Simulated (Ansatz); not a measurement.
```yaml
crystal:
  periodic: [false, false, false]
  atoms:
    - {symbol: Y, position_ang: [0.012807, 0.327841, -0.546468]}
    - {symbol: N, position_ang: [-0.036450, 1.819113, 0.810394]}
    - {symbol: Cl, position_ang: [-0.017717, -1.540822, 1.050215]}
basis:
  gaussian: {orbitals: def2-TZVP}
magnetization: {spin_polarized: true, initial_magnetization: 1}
hamiltonian: {xc: pbe0}
relax: {f_tol: 0.004, max_steps: 80}
```

```sh
$ ansatz run in.yaml --threads 1 --pin off --events-out ev --progress --plain --max-ram 2176MiB
```

Steps of the relaxation (energy above the last step; positions in Å, forces in eV/Å):

```
3
step 1, 477.7 meV
Y     0.013    0.328   -0.546   -0.073    1.404    2.218
N    -0.036    1.819    0.810    0.061   -1.352   -1.805
Cl   -0.018   -1.541    1.050    0.012   -0.052   -0.414
```

```
3
step 2, 106.1 meV
Y     0.007    0.344   -0.354   -0.040    1.559    0.995
N    -0.034    1.964    0.686    0.038   -1.240   -1.023
Cl   -0.015   -1.701    0.982    0.002   -0.319    0.029
```

```
3
step 3, 125.2 meV
Y     0.003    0.416   -0.213    0.059   -2.681   -1.375
N    -0.031    1.998    0.579   -0.058    2.686    1.361
Cl   -0.013   -1.808    0.948    0.000   -0.005    0.014
```

```
3
step 8, 0.0 meV
Y     0.003    0.382   -0.209    0.000    0.000    0.000
N    -0.032    2.061    0.584    0.000    0.000    0.000
Cl   -0.012   -1.837    0.939    0.000    0.000    0.000
```

Close pairs at the end: Y1–N2 1.858 Å, Y1–Cl3 2.497 Å.

A stationary point of unrestricted PBE0 after 8 steps, with ⟨S²⟩ = 0.761 against 0.75 for a pure state; no frequencies were run, so it isn't proven a minimum. 97 s on 1 thread of Arm Neoverse V1, shared host.
